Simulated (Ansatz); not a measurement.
# C3H6 (singlet): wave-function methods side by side, cc-pVTZ

The task here is to estimate one member of a computed series from the others.

Computed with Ansatz 0.2.0, Gaussian basis. Level: cc-pVTZ, core rule «outside noble gas», up to 3 orbitals frozen.

The runs, in order: UHF; CCSD(T) on RHF; CCSDT(Q) on RHF.

2 further runs of the same task are left out: 2 set aside as unsound or not needed.

## The geometry

The geometry is an MP2(full)/6-31G* stationary point (not a proven minimum).

9 atoms, charge 0, spin multiplicity 1.

Atoms are counted from 1 here; the program's logs count them from 0.

Bond lengths: C1–C2 1.337 Å, C1–H3 1.086 Å, C1–H4 1.085 Å, C2–H5 1.089 Å, C2–C6 1.498 Å, C6–H7 1.093 Å, C6–H8 1.095 Å, C6–H9 1.095 Å. Angles: C2–C1–H3 121.6°, C2–C1–H4 121.7°, H3–C1–H4 116.7°, C1–C2–H5 119.0°, C1–C2–C6 124.6°, H5–C2–C6 116.5°, C2–C6–H7 111.1°, C2–C6–H8 111.1°, C2–C6–H9 111.1°, H7–C6–H8 108.2°, H7–C6–H9 108.2°, H8–C6–H9 107.0°.

Coordinates:

| atom | x (Å) | y (Å) | z (Å) |
| --- | --- | --- | --- |
| C1 | 1.26982 | 0.11661 | 0.00000 |
| C2 | -0.02147 | 0.46208 | 0.00000 |
| H3 | 1.57969 | -0.92450 | 0.00000 |
| H4 | 2.05933 | 0.86026 | 0.00000 |
| H5 | -0.28469 | 1.51902 | 0.00000 |
| C6 | -1.16123 | -0.50942 | 0.00000 |
| H7 | -0.79833 | -1.54037 | 0.00000 |
| H8 | -1.79701 | -0.36994 | 0.88042 |
| H9 | -1.79701 | -0.36994 | -0.88042 |

Set-up of the first run:

in.yaml reads:

```yaml
crystal:
  periodic: [false, false, false]
  atoms:
    - {symbol: C, position_ang: [1.269817, 0.116606, 0.000000]}
    - {symbol: C, position_ang: [-0.021473, 0.462083, 0.000000]}
    - {symbol: H, position_ang: [1.579687, -0.924496, 0.000000]}
    - {symbol: H, position_ang: [2.059327, 0.860261, 0.000000]}
    - {symbol: H, position_ang: [-0.284694, 1.519022, 0.000000]}
    - {symbol: C, position_ang: [-1.161230, -0.509417, 0.000000]}
    - {symbol: H, position_ang: [-0.798332, -1.540367, 0.000000]}
    - {symbol: H, position_ang: [-1.797013, -0.369937, 0.880420]}
    - {symbol: H, position_ang: [-1.797013, -0.369937, -0.880420]}
basis:
  gaussian: {orbitals: cc-pVTZ}
magnetization: {spin_polarized: true, initial_magnetization: 0}
hamiltonian: {xc: hf}
output: {orbitals: {seedname: orbitals}}
```

Started as:

```
$ ansatz run in.yaml --threads 1 --pin off --events-out ev --progress --plain --max-ram 2624MiB --backend cpu
```

Among the steps run: UHF; CCSD(T) on RHF; CCSDT(Q) on RHF.

One of the session's tables, all rows but one given; the rest of the session is left out.

It belongs to the step «Misses and costs». 

| method | from RCCSDT(Q) (meV) |
| --- | --- |
| RHF | +15458.6 |
| RMP2 | +1585.7 |
| RCCSD | +658.5 |
| RCCSD(T) | ? |
| RCCSDT | +29.8 |
| RCCSDT(Q) | 0 |

Estimate the missing values for RCCSD(T).

The run gave: from RCCSDT(Q) (meV): +43.3. In the column «from RCCSDT(Q) (meV)» it lies between RCCSDT (+29.8) and RCCSD (+658.5).

With the free atoms at the same levels and basis (separate runs), the atomisation energy is 36.501 eV at RCCSDT(Q), 36.498 eV at RCCSD(T), 28.364 eV at RHF.
